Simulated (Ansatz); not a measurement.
## Two structures, one formula

Two relaxed structures of MgSiH2Cl (charge +1), closed shell (PBE0-D4/def2-TZVP; forces vanish, vibrations not checked).

A:

Si1  (-0.941, 0.419, -0.513)
Mg2  (1.260, -0.561, 0.687)
Cl3  (3.004, -1.337, 1.637)
H4  (-1.152, 1.821, -0.956)
H5  (-2.171, -0.342, -0.855)
(Å)

B:

| atom | x (Å) | y (Å) | z (Å) |
| --- | --- | --- | --- |
| Si1 | -0.9612 | 0.3431 | -0.4501 |
| Mg2 | 0.9542 | -0.5509 | 0.8004 |
| Cl3 | 0.4225 | -1.0022 | -1.5552 |
| H4 | -0.9292 | 1.6351 | -1.1686 |
| H5 | -2.2840 | -0.3169 | -0.4888 |

Ansatz 0.2.0; basis: def2-TZVPP; cores frozen in the correlated methods. The outer core shell of Li, Na, Mg and K is correlated. The def2 sets are not built for correlating such inner shells, so the correlated values are less sure here. B3LYP uses VWN-RPA correlation.

Task: Which structure is lower at CCSD(T), and by how much? (To be estimated.)

Result: The calculation gives: B, by 6.09 kcal/mol (electronic energy, against the other). By their contacts, A is MgSiH₂Cl ([SiH2][Mg][Cl]), total charge +1 and B is MgSiH₂Cl ([Mg]1[SiH2][Cl]1), total charge +1.

Task: Do the other methods give the same order? (A judgement: the text doesn't fix the answer.)

Result: Computed: Not all: HF gives the other order.

```
   method  E(B) − E(A) (kcal/mol)
   PBE-D4                  -12.50
r2SCAN-D4                  -11.01
  PBE0-D4                  -10.59
 B3LYP-D4                   -6.36
  wB97M-V                   -7.91
       HF                    4.36
      MP2                   -7.51
     CCSD                   -4.09
  CCSD(T)                   -6.09
```

T1 diagnostic: at most 0.012.

Labels in which every atom is bracketed show which atoms are joined, not bond orders.

For scale, one of the runs: CCSD(T)/def2-TZVPP, 144 basis functions, launched by `ansatz run in.yaml --threads 2 --pin off --events-out ev --progress --plain --max-ram 4352MiB`. The run took 22 s on 2 CPU threads of an Arm Neoverse V1 (shared host), with 0.83 GiB of host memory at its peak.
